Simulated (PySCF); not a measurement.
PySCF input for ammonia cation (H₃N), SMILES N (connectivity only; charge and spin as stated), charge +1, multiplicity 2, TDA-M06-2X/def2-TZVPD. Geometry: TPSSh-D3(BJ)/def2-TZVPD. The multiplicity is an assumed one; other spin states were not compared.

```python
import numpy as np
from pyscf import gto, scf, dft, tdscf

mol = gto.M(
    atom='''
    N    -0.00000000    0.00000000    0.00000000
    H     1.02654535    0.00000000    0.00000000
    H    -0.51327267   -0.88901435    0.00000000
    H    -0.51327267    0.88901435    0.00000000
    ''',
    basis='def2-TZVPD',
    charge=1,
    spin=1,
    max_memory=1600,
    verbose=4,
)
mf = dft.UKS(mol, xc='m06-2x').density_fit(auxbasis='def2-universal-jkfit')
mf.grids.level = 4
mf.conv_tol = 1e-9
mf.max_cycle = 100
mf.kernel()
fine, coarse = mf.grids, dft.Grids(mol).set(level=1).build(with_non0tab=True)
for _ in range(3):  # follow internal instabilities
    mf.grids = coarse
    mo, _, stable, _ = mf.stability(return_status=True, nroots=4)
    mf.grids = fine
    if stable:
        break
    mf.kernel(mf.make_rdm1(mo, mf.mo_occ))
mf.grids = dft.Grids(mol).set(level=2).build(with_non0tab=True)  # coarser grid for the response kernel
td = tdscf.TDA(mf)
td.nstates = 10
td.conv_tol = 1e-4
td.kernel(x0=td.get_init_guess(mf, 15))
td.analyze()
```

Program output:

```
PySCF version 2.14.0

[INPUT] verbose = 4
[INPUT] num. atoms = 4
[INPUT] num. electrons = 9
[INPUT] charge = 1
[INPUT] spin (= nelec alpha-beta = 2S) = 1
[INPUT] symmetry False subgroup None
[INPUT] Mole.unit = angstrom
[INPUT] Symbol           X                Y                Z      unit          X                Y                Z       unit  Magmom
[INPUT]  1 N      0.000000000000   0.000000000000   0.000000000000 AA    0.000000000000   0.000000000000   0.000000000000 Bohr   0.0
[INPUT]  2 H      1.026545350000   0.000000000000   0.000000000000 AA    1.939889565946   0.000000000000   0.000000000000 Bohr   0.0
[INPUT]  3 H     -0.513272670000  -0.889014350000   0.000000000000 AA   -0.969944773524  -1.679993642308   0.000000000000 Bohr   0.0
[INPUT]  4 H     -0.513272670000   0.889014350000   0.000000000000 AA   -0.969944773524   1.679993642308   0.000000000000 Bohr   0.0

nuclear repulsion = 11.7182190467658
number of shells = 28
number of NR pGTOs = 85
number of NR cGTOs = 64
basis = def2-TZVPD
ecp = {}


[settings echo left out]
init E= -56.3922371095274
  alpha nocc = 5  HOMO = -0.290721708970501  LUMO = -0.00251046114872366
  beta  nocc = 4  HOMO = -0.553841007588503  LUMO = -0.290721708970501

WARN: HOMO -0.290721708970501 >= LUMO -0.290721708970501

cycle= 1 E= -56.138760718037  delta_E= 0.253  |g|= 0.245  |ddm|= 0.776
  alpha nocc = 5  HOMO = -0.866016078582291  LUMO = -0.234532245136865
  beta  nocc = 4  HOMO = -1.0108333704236  LUMO = -0.519138190553704
  HOMO = -0.866016078582  LUMO = -0.519138190554  gap/eV = 9.43903
cycle= 2 E= -56.160391907718  delta_E= -0.0216  |g|= 0.202  |ddm|= 0.201
  alpha nocc = 5  HOMO = -0.784812063064393  LUMO = -0.21281368572479
  beta  nocc = 4  HOMO = -0.938492096568731  LUMO = -0.434709617164032
  HOMO = -0.784812063064  LUMO = -0.434709617164  gap/eV = 9.52677
cycle= 3 E= -56.1751870665166  delta_E= -0.0148  |g|= 0.0157  |ddm|= 0.0909
  alpha nocc = 5  HOMO = -0.781618255113486  LUMO = -0.206132189413225
  beta  nocc = 4  HOMO = -0.927386266684968  LUMO = -0.420832480303453
  HOMO = -0.781618255113  LUMO = -0.420832480303  gap/eV = 9.81748
cycle= 4 E= -56.1754357512227  delta_E= -0.000249  |g|= 0.00492  |ddm|= 0.0295
  alpha nocc = 5  HOMO = -0.784014503972138  LUMO = -0.205859298073772
  beta  nocc = 4  HOMO = -0.927648894585715  LUMO = -0.419765847999081
  HOMO = -0.784014503972  LUMO = -0.419765847999  gap/eV = 9.91171
cycle= 5 E= -56.1754650470358  delta_E= -2.93e-05  |g|= 0.0011  |ddm|= 0.00723
  alpha nocc = 5  HOMO = -0.784290922557062  LUMO = -0.20587282685662
  beta  nocc = 4  HOMO = -0.927533334090277  LUMO = -0.419606069455888
  HOMO = -0.784290922557  LUMO = -0.419606069456  gap/eV = 9.92358
cycle= 6 E= -56.1754666517488  delta_E= -1.6e-06  |g|= 0.000157  |ddm|= 0.00177
  alpha nocc = 5  HOMO = -0.784283150555993  LUMO = -0.205876124168654
  beta  nocc = 4  HOMO = -0.927518112892446  LUMO = -0.419624045033579
  HOMO = -0.784283150556  LUMO = -0.419624045034  gap/eV = 9.92288
cycle= 7 E= -56.1754666823893  delta_E= -3.06e-08  |g|= 1.74e-05  |ddm|= 0.000266
  alpha nocc = 5  HOMO = -0.784275818392338  LUMO = -0.205875388431252
  beta  nocc = 4  HOMO = -0.927515849271452  LUMO = -0.419622678851873
  HOMO = -0.784275818392  LUMO = -0.419622678852  gap/eV = 9.92272
cycle= 8 E= -56.1754666827592  delta_E= -3.7e-10  |g|= 1.43e-06  |ddm|= 3.11e-05
  alpha nocc = 5  HOMO = -0.784275833056121  LUMO = -0.205875552326006
  beta  nocc = 4  HOMO = -0.927516322278452  LUMO = -0.419623191890018
  HOMO = -0.784275833056  LUMO = -0.41962319189  gap/eV = 9.92270
Extra cycle  E= -56.175466682761  delta_E= -1.82e-12  |g|= 4.49e-07  |ddm|= 1.75e-06
converged SCF energy = -56.175466682761  <S^2> = 0.75482173  2S+1 = 2.0048159
tot grids = 12536
uhf_internal: lowest eigs of H = [0.49310506 0.49423709 0.7873114  0.96593699]
<class 'pyscf.df.df_jk.DFUKS'> wavefunction is stable in the internal stability analysis
tot grids = 27112


******** <class 'pyscf.tdscf.uks.TDA'> for <class 'pyscf.df.df_jk.DFUKS'> ********
nstates = 10
deg_eia_thresh = 1.000e-03
wfnsym = None
conv_tol = 0.0001
eigh lindep = 1e-12
eigh level_shift = 0
eigh max_cycle = 100


Excitation energies (eV)
[ 6.55358407  6.5548505  11.04173101 13.024934   13.02527646 14.90565254
 14.90567942 15.36934248 15.37020424 15.54728847]

** Excitation energies and oscillator strengths **
Excited State   1:      6.55358 eV    189.19 nm  f=0.0000
       3b ->    5b     -0.98915
       3b ->   11b     -0.12007
Excited State   2:      6.55485 eV    189.15 nm  f=0.0000
       4b ->    5b     -0.98915
       4b ->   11b     -0.12003
Excited State   3:     11.04173 eV    112.29 nm  f=0.0143
       5a ->    6a     -0.95608
       5a ->   12a      0.18547
       5a ->   15a      0.13955
       2b ->    5b     -0.15600
Excited State   4:     13.02493 eV     95.19 nm  f=0.0000
       5a ->    7a      0.93783
       5a ->    9a      0.22528
       5a ->   16a      0.24061
Excited State   5:     13.02528 eV     95.19 nm  f=0.0000
       5a ->    8a     -0.93789
       5a ->   10a     -0.22506
       5a ->   17a     -0.24058
Excited State   6:     14.90565 eV     83.18 nm  f=0.0064
       4a ->    6a     -0.55633
       4a ->   12a      0.14702
       3b ->    7b     -0.11047
       4b ->    6b      0.73980
       4b ->    8b     -0.11029
       4b ->   12b     -0.15157
       4b ->   15b     -0.13924
Excited State   7:     14.90568 eV     83.18 nm  f=0.0064
       3a ->    6a     -0.55627
       3a ->   12a      0.14700
       3b ->    6b      0.73999
       3b ->    8b      0.10928
       3b ->   12b     -0.15180
       3b ->   15b     -0.13930
       4b ->    7b     -0.11043
Excited State   8:     15.36934 eV     80.67 nm  f=0.0000
       5a ->    7a      0.24179
       5a ->    9a     -0.95664
       5a ->   19a      0.14518
Excited State   9:     15.37020 eV     80.67 nm  f=0.0000
       5a ->    8a     -0.24156
       5a ->   10a      0.95673
       5a ->   20a     -0.14504
Excited State  10:     15.54729 eV     79.75 nm  f=0.0131
       5a ->    6a      0.24594
       5a ->   12a      0.75948
       5a ->   21a     -0.16126
       5a ->   24a     -0.10003
       2b ->    5b     -0.55765

** Transition electric dipole moments (AU) **
state          X           Y           Z        Dip. S.      Osc.
  1         0.0000     -0.0000     -0.0001      0.0000      0.0000
  2        -0.0000      0.0000     -0.0000      0.0000      0.0000
  3         0.0000     -0.0000     -0.2302      0.0530      0.0143
  4        -0.0000     -0.0000      0.0000      0.0000      0.0000
  5        -0.0000     -0.0000     -0.0001      0.0000      0.0000
  6         0.0000      0.1325     -0.0000      0.0176      0.0064
  7         0.1323     -0.0000      0.0000      0.0175      0.0064
  8         0.0000     -0.0000     -0.0000      0.0000      0.0000
  9        -0.0000      0.0000     -0.0001      0.0000      0.0000
 10         0.0000     -0.0000      0.1858      0.0345      0.0131

** Transition velocity dipole moments (imaginary part, AU) **
state          X           Y           Z        Dip. S.      Osc.
  1         0.0000     -0.0000     -0.0000      0.0000      0.0000
  2        -0.0000      0.0000      0.0000      0.0000      0.0000
  3         0.0000     -0.0000     -0.1501      0.0225      0.0370
  4        -0.0000      0.0000      0.0000      0.0000      0.0000
  5         0.0000     -0.0000     -0.0001      0.0000      0.0000
  6         0.0000      0.0763     -0.0000      0.0058      0.0071
  7         0.0762     -0.0000      0.0000      0.0058      0.0071
  8         0.0000     -0.0000     -0.0000      0.0000      0.0000
  9         0.0000      0.0000     -0.0001      0.0000      0.0000
 10         0.0000     -0.0000      0.1296      0.0168      0.0196

** Transition magnetic dipole moments (imaginary part, AU) **
state          X           Y           Z
  1        -0.0000     -0.9749     -0.0000
  2         0.9749     -0.0000      0.0000
  3        -0.0000      0.0001      0.0000
  4        -0.1450      0.0000     -0.0000
  5        -0.0000     -0.1449      0.0000
  6         0.0000     -0.0000     -0.0001
  7        -0.0000      0.0000      0.0000
  8         0.0920      0.0000      0.0000
  9        -0.0000      0.0920     -0.0000
 10         0.0000      0.0001     -0.0000
```

Self-consistency was reached.

Cost: about 40 core-seconds (a rough figure).
